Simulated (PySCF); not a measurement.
# C5H9F (5-fluoropent-1-ene) at 5 levels

Wanted: a comparison of 5 runs (HF/STO-3G, HF/def2-SVP, M06-2X/STO-3G, PBE0/def2-SVP, MP2/pcseg-1) of C5H9F (5-fluoropent-1-ene). The job is set up through a Python script.

Program for the calculation: PySCF 2.14.0.

### 1 The structure to begin with

C5H9F has 15 atoms, charge 0, and is taken as a singlet. SMILES: `C=CCCCF`. The coordinates come from a GFN2-xTB relaxation. This is one conformer, not always the lowest.

Bond lengths: C1–C2 1.320 Å, C2–C3 1.498 Å, C3–C4 1.533 Å, C4–C5 1.522 Å, C5–F6 1.376 Å, C1–H7 1.078 Å, C1–H8 1.076 Å, C2–H9 1.082 Å, C3–H10 1.093 Å, C3–H11 1.091 Å, C4–H12 1.092 Å, C4–H13 1.092 Å, C5–H14 1.096 Å, C5–H15 1.094 Å. Some angles: C1–C2–C3 124.1°, C2–C3–C4 112.1°, C3–C4–C5 112.2°, C4–C5–F6 110.0°, C1–C2–H9 120.1°, C3–C2–H9 115.8°, C2–C1–H7 121.6°, C2–C1–H8 122.1°, C2–C3–H10 109.5°, C2–C3–H11 109.4°.

### 2 Energy and forces at HF/STO-3G (run 1)

Contents of run.py:

```python
# 5-fluoropent-1-ene
import pyscf.grad
from pyscf import gto

system = gto.M(
    atom='''
C      0.214087    -4.535192    -0.386940
C      0.681832    -2.336476     0.692604
C      1.681535    -0.075079    -0.684686
C     -0.367004     1.925347    -1.128903
C     -1.383525     3.007272     1.333958
F     -2.984992     4.995397     0.838453
H      0.562307    -4.847677    -2.369943
H     -0.523511    -6.117837     0.656755
H      0.325827    -2.077300     2.689553
H      3.222248     0.768967     0.401964
H      2.426257    -0.661385    -2.516246
H     -1.924799     1.097950    -2.198791
H      0.419198     3.476227    -2.240894
H      0.138687     3.760687     2.517682
H     -2.488146     1.619098     2.395455
''',
    unit='bohr',
    max_memory=1860,
    charge=0,
    basis='sto-3g',
    verbose=4,
)

mf = system.RHF()
mf.conv_tol = 1e-10
mf.kernel()
if not mf.converged:
    mf = mf.newton().run(mf.mo_coeff, mf.mo_occ)

e_tot = mf.e_tot
print('E = %.10f Eh' % e_tot)
grad = mf.Gradients().kernel()
dip = mf.dip_moment()
pop, q = mf.mulliken_pop()
```

The run is started by

```bash
$ OMP_NUM_THREADS=1 python run.py
```

What it wrote:

```text
PySCF version 2.14.0

[... 69 lines left out ...]
converged SCF energy = -290.26291748091
[... 12 lines left out ...]
Dipole moment(X, Y, Z, Debye):  0.81088, -0.76972,  0.06652
[... 16 lines left out ...]
pop of  3 C 1s            1.99203
pop of  3 C 2s            1.17811
pop of  3 C 2px           0.98579
pop of  3 C 2py           0.98520
pop of  3 C 2pz           0.96730
pop of  4 C 1s            1.99245
pop of  4 C 2s            1.17444
pop of  4 C 2px           0.93352
pop of  4 C 2py           0.88259
pop of  4 C 2pz           0.98657
pop of  5 F 1s            1.99911
pop of  5 F 2s            1.94408
pop of  5 F 2px           1.70874
pop of  5 F 2py           1.56278
pop of  5 F 2pz           1.94934
pop of  6 H 1s            0.94085
pop of  7 H 1s            0.93821
pop of  8 H 1s            0.94354
pop of  9 H 1s            0.94038
pop of  10 H 1s           0.93715
pop of  11 H 1s           0.93648
pop of  12 H 1s           0.93647
pop of  13 H 1s           0.94523
pop of  14 H 1s           0.94233
 ** Mulliken atomic charges  **
charge of    0C =     -0.13855
charge of    1C =     -0.05332
charge of    2C =     -0.10547
charge of    3C =     -0.10843
charge of    4C =      0.03044
charge of    5F =     -0.16404
charge of    6H =      0.05915
charge of    7H =      0.06179
charge of    8H =      0.05646
charge of    9H =      0.05962
charge of   10H =      0.06285
charge of   11H =      0.06352
charge of   12H =      0.06353
charge of   13H =      0.05477
charge of   14H =      0.05767
```

Run time: 6 s. Hardware: 1 thread of Intel Xeon at 2.70GHz, shared host; peak memory 0.12 GiB.

### 3 Energy and forces at HF/def2-SVP (run 2)

Contents of calc.py:

```python
import pyscf.grad
from pyscf import gto, scf

mol = gto.M(
    atom='''
C    0.113290  -2.399920  -0.204760
C    0.360810  -1.236410   0.366510
C    0.889830  -0.039730  -0.362320
C   -0.194210   1.018850  -0.597390
C   -0.732130   1.591380   0.705900
F   -1.579590   2.643450   0.443690
H    0.297560  -2.565280  -1.254120
H   -0.277030  -3.237420   0.347540
H    0.172420  -1.099260   1.423250
H    1.705140   0.406920   0.212710
H    1.283920  -0.349990  -1.331540
H   -1.018560   0.581010  -1.163550
H    0.221830   1.839540  -1.185830
H    0.073390   1.990070   1.332300
H   -1.316670   0.856790   1.267620
''',
    verbose=3,
    basis='def2-svp',
    max_memory=1860,
    charge=0,
)

calc0 = scf.RHF(mol)
calc0.conv_tol = 1e-10
calc0.kernel()
if not calc0.converged:
    calc0 = calc0.newton().run(calc0.mo_coeff, calc0.mo_occ)

energy = calc0.e_tot
print('E = %.10f Eh' % energy)
grad = calc0.Gradients().kernel()
dip = calc0.dip_moment()
pop, q = calc0.mulliken_pop()
```

The run is started by

```bash
$ OMP_NUM_THREADS=1 python calc.py
```

What it wrote:

```text
converged SCF energy = -293.769774897601
[... 9 lines left out ...]
Dipole moment(X, Y, Z, Debye):  1.36181, -1.47786,  0.15012
[... 106 lines left out ...]
pop of  10 H 2s           0.17233
pop of  10 H 2px          0.00520
pop of  10 H 2py          0.00429
pop of  10 H 2pz          0.01498
pop of  11 H 1s           0.76007
pop of  11 H 2s           0.16997
pop of  11 H 2px          0.01174
pop of  11 H 2py          0.00576
pop of  11 H 2pz          0.00689
pop of  12 H 1s           0.76043
pop of  12 H 2s           0.16594
pop of  12 H 2px          0.00545
pop of  12 H 2py          0.01166
pop of  12 H 2pz          0.00738
pop of  13 H 1s           0.77838
pop of  13 H 2s           0.17986
pop of  13 H 2px          0.01114
pop of  13 H 2py          0.00442
pop of  13 H 2pz          0.00843
pop of  14 H 1s           0.77766
pop of  14 H 2s           0.17145
pop of  14 H 2px          0.00734
pop of  14 H 2py          0.00945
pop of  14 H 2pz          0.00741
 ** Mulliken atomic charges  **
charge of    0C =     -0.05522
charge of    1C =     -0.15855
charge of    2C =     -0.02188
charge of    3C =     -0.11154
charge of    4C =      0.38604
charge of    5F =     -0.39964
charge of    6H =      0.04288
charge of    7H =      0.05248
charge of    8H =      0.04375
charge of    9H =      0.04169
charge of   10H =      0.04080
charge of   11H =      0.04557
charge of   12H =      0.04915
charge of   13H =      0.01778
charge of   14H =      0.02669
```

Wall time 33 s (1 thread of Intel Xeon at 2.70GHz, shared host); peak memory 0.38 GiB.

### 4 Energy and gradient at M06-2X/STO-3G (run 3)

Contents of calc.py:

```python
import pyscf.grad
from pyscf import gto, dft

mol = gto.M(
    atom='''
C      0.214087    -4.535192    -0.386940
C      0.681832    -2.336476     0.692604
C      1.681535    -0.075079    -0.684686
C     -0.367004     1.925347    -1.128903
C     -1.383525     3.007272     1.333958
F     -2.984992     4.995397     0.838453
H      0.562307    -4.847677    -2.369943
H     -0.523511    -6.117837     0.656755
H      0.325827    -2.077300     2.689553
H      3.222248     0.768967     0.401964
H      2.426257    -0.661385    -2.516246
H     -1.924799     1.097950    -2.198791
H      0.419198     3.476227    -2.240894
H      0.138687     3.760687     2.517682
H     -2.488146     1.619098     2.395455
''',
    verbose=4,
    unit='bohr',
    max_memory=1860,
    basis='sto-3g',
    spin=0,
)

myscf = dft.RKS(mol, xc='m06-2x')
myscf.grids.level = 5
myscf.conv_tol = 1e-10
myscf.kernel()
if not myscf.converged:
    myscf = myscf.newton().run(myscf.mo_coeff, myscf.mo_occ)

energy = myscf.e_tot
print('Final energy', energy)
grad = myscf.Gradients().kernel()
dip = myscf.dip_moment()
pop, q = myscf.mulliken_pop()
```

The run is started by

```bash
$ OMP_NUM_THREADS=1 python calc.py
```

What it wrote:

```text
PySCF version 2.14.0

[... 82 lines left out ...]
converged SCF energy = -291.932134305619
Final energy -291.93213430561946
[... 12 lines left out ...]
Dipole moment(X, Y, Z, Debye):  0.68190, -0.58515,  0.02983
[... 16 lines left out ...]
pop of  3 C 1s            1.99085
pop of  3 C 2s            1.17983
pop of  3 C 2px           0.99466
pop of  3 C 2py           0.99274
pop of  3 C 2pz           0.98063
pop of  4 C 1s            1.99132
pop of  4 C 2s            1.18231
pop of  4 C 2px           0.95102
pop of  4 C 2py           0.89923
pop of  4 C 2pz           0.99771
pop of  5 F 1s            1.99909
pop of  5 F 2s            1.94828
pop of  5 F 2px           1.69585
pop of  5 F 2py           1.54781
pop of  5 F 2pz           1.93656
pop of  6 H 1s            0.92786
pop of  7 H 1s            0.92513
pop of  8 H 1s            0.92935
pop of  9 H 1s            0.92478
pop of  10 H 1s           0.92258
pop of  11 H 1s           0.92267
pop of  12 H 1s           0.92312
pop of  13 H 1s           0.93409
pop of  14 H 1s           0.93106
 ** Mulliken atomic charges  **
charge of    0C =     -0.16233
charge of    1C =     -0.07223
charge of    2C =     -0.13690
charge of    3C =     -0.13871
charge of    4C =     -0.02159
charge of    5F =     -0.12759
charge of    6H =      0.07214
charge of    7H =      0.07487
charge of    8H =      0.07065
charge of    9H =      0.07522
charge of   10H =      0.07742
charge of   11H =      0.07733
charge of   12H =      0.07688
charge of   13H =      0.06591
charge of   14H =      0.06894
```

Wall time 34 s (1 thread of Intel Xeon at 2.70GHz, shared host); peak memory 0.45 GiB.

Run 4 isn't shown in full; the table further down has it.

### 5 Energy and forces at MP2/pcseg-1 (run 5)

Contents of run.py:

```python
from pyscf import gto, mp

mol = gto.M(
    atom='''
C    0.113290  -2.399920  -0.204760
C    0.360810  -1.236410   0.366510
C    0.889830  -0.039730  -0.362320
C   -0.194210   1.018850  -0.597390
C   -0.732130   1.591380   0.705900
F   -1.579590   2.643450   0.443690
H    0.297560  -2.565280  -1.254120
H   -0.277030  -3.237420   0.347540
H    0.172420  -1.099260   1.423250
H    1.705140   0.406920   0.212710
H    1.283920  -0.349990  -1.331540
H   -1.018560   0.581010  -1.163550
H    0.221830   1.839540  -1.185830
H    0.073390   1.990070   1.332300
H   -1.316670   0.856790   1.267620
''',
    basis='pcseg-1',
    verbose=4,
    max_memory=1860,
    charge=0,
)

hf = mol.RHF()
hf.conv_tol = 1e-10
hf.kernel()
if not hf.converged:
    hf = hf.newton().run(hf.mo_coeff, hf.mo_occ)

pt = mp.MP2(hf, frozen=6).run()
e_tot = pt.e_tot
print('E(%s) = %.9f' % ('MP2', e_tot))
grad = pt.nuc_grad_method().kernel()
dip = hf.dip_moment()
pop, q = hf.mulliken_pop()
```

The run is started by

```bash
$ OMP_NUM_THREADS=1 python run.py
```

What it wrote:

```text
PySCF version 2.14.0

[... 71 lines left out ...]
converged SCF energy = -293.909263918314
[... 17 lines left out ...]
Dipole moment(X, Y, Z, Debye):  1.41318, -1.54462,  0.12558
[... 106 lines left out ...]
pop of  10 H 2s           0.08085
pop of  10 H 2px          0.00399
pop of  10 H 2py          0.00317
pop of  10 H 2pz          0.01204
pop of  11 H 1s           0.78082
pop of  11 H 2s           0.07933
pop of  11 H 2px          0.00941
pop of  11 H 2py          0.00424
pop of  11 H 2pz          0.00551
pop of  12 H 1s           0.78073
pop of  12 H 2s           0.07806
pop of  12 H 2px          0.00403
pop of  12 H 2py          0.00931
pop of  12 H 2pz          0.00588
pop of  13 H 1s           0.79974
pop of  13 H 2s           0.09520
pop of  13 H 2px          0.00885
pop of  13 H 2py          0.00321
pop of  13 H 2pz          0.00666
pop of  14 H 1s           0.79935
pop of  14 H 2s           0.08659
pop of  14 H 2px          0.00558
pop of  14 H 2py          0.00754
pop of  14 H 2pz          0.00580
 ** Mulliken atomic charges  **
charge of    0C =     -0.14311
charge of    1C =     -0.28323
charge of    2C =     -0.18011
charge of    3C =     -0.25963
charge of    4C =      0.31582
charge of    5F =     -0.45951
charge of    6H =      0.11346
charge of    7H =      0.12159
charge of    8H =      0.11544
charge of    9H =      0.11675
charge of   10H =      0.11838
charge of   11H =      0.12069
charge of   12H =      0.12200
charge of   13H =      0.08633
charge of   14H =      0.09513
```

It took 59 s on 1 thread of Intel Xeon at 2.70GHz, shared host; peak memory 1.3 GiB.

### 6 All runs side by side

| run | level | integration grid | frozen core orbitals | energy (Eh) | dipole moment (D) of the reference | HOMO energy (eV) | LUMO energy (eV) | wall time |
| --- | --- | --- | --- | --- | --- | --- | --- | --- |
| 1 | HF/STO-3G | – | – | -290.262917 | 1.12 | -8.59 | 8.65 | 6 s |
| 2 | HF/def2-SVP | – | – | -293.769775 | 2.02 | -10.13 | 4.24 | 33 s |
| 3 | M06-2X/STO-3G | 5 | – | -291.932134 | 0.90 | -6.96 | 4.84 | 34 s |
| 4 | PBE0/def2-SVP | 5 | – | -295.204339 | 1.66 | -7.59 | 0.35 | 80 s |
| 5 | MP2/pcseg-1 | – | 6 | -294.785631 | 2.10 | -10.14 | 3.93 | 59 s |

### 7 Results

```
                                          quantity          value
                               run 5: total energy  -294.78563 Eh
       run 5: dipole moment (Hartree–Fock density)         2.10 D
        run 5: HOMO energy (Hartree–Fock orbitals)      -10.14 eV
        run 5: LUMO energy (Hartree–Fock orbitals)        3.93 eV
      run 5: HOMO–LUMO gap (Hartree–Fock orbitals)       14.07 eV
run 5: correlation energy (6 core orbitals frozen)     -876.4 mEh
                   run 5: largest force on an atom     1.076 eV/Å
```

**Reading.** Over runs 1, 2, 3, 4 the dipole moment (its size) runs from 0.90 D (M06-2X/STO-3G) to 2.02 D (HF/def2-SVP). The two ends differ in method and basis. Over runs 1, 2, 3, 4 the HOMO–LUMO gap runs from 7.94 eV (PBE0/def2-SVP) to 17.24 eV (HF/STO-3G). Totals of different functionals can't be ranked against each other. In runs 1, 3 the basis is minimal, so the values are rough. All runs together took 3.5 min, the longest 80 s.
